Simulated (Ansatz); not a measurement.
A made-up structure of CH3LiSi, singlet:

| atom | x (Å) | y (Å) | z (Å) |
| --- | --- | --- | --- |
| Li1 | -0.3640 | -1.1197 | -0.4345 |
| Si2 | -1.7601 | 0.6520 | 0.2674 |
| C3 | 0.3134 | 0.3243 | 0.3387 |
| H4 | 0.6542 | -1.3719 | -1.6294 |
| H5 | 1.2465 | 0.8195 | 0.0797 |
| H6 | -0.0408 | 0.6835 | 1.3203 |

It is relaxed with PBE-D4/def2-SVP and then PBE0-D4/def2-TZVP (Ansatz 0.2.0). Atoms count as bonded within 1.22 times the sum of their covalent radii (H–H: 0.88 Å). The end point is not checked to be a true minimum.

Q: Does its bonding change? (A judgement: the text doesn't fix the answer.)

A: Computed: Yes. Formed: Li1–H6, Si2–H4; broken: none.

Where it ends: The first stage lowers the energy by 4.47 eV in 37 steps. It ends as CH₃LiSi ([H]1[CH]2[Si]3[H][Li]123):
Li1  (0.960, -0.885, -0.639)
Si2  (-1.295, 0.024, -0.573)
C3  (0.088, 0.575, 0.399)
H4  (-0.664, -1.412, -0.934)
H5  (0.025, 1.596, 0.772)
H6  (0.935, 0.090, 0.917)
(Å)

Labels in which every atom is bracketed show which atoms are joined, not bond orders.

For scale, one of the runs: PBE0-D4/def2-TZVP relaxation, 100 basis functions, launched by `ansatz run in.yaml --threads 2 --pin off --events-out ev --progress --plain --max-ram 4352MiB`. Hardware: 2 CPU threads of an Intel Xeon Platinum 8259CL, shared host. Wall time about 15 s.
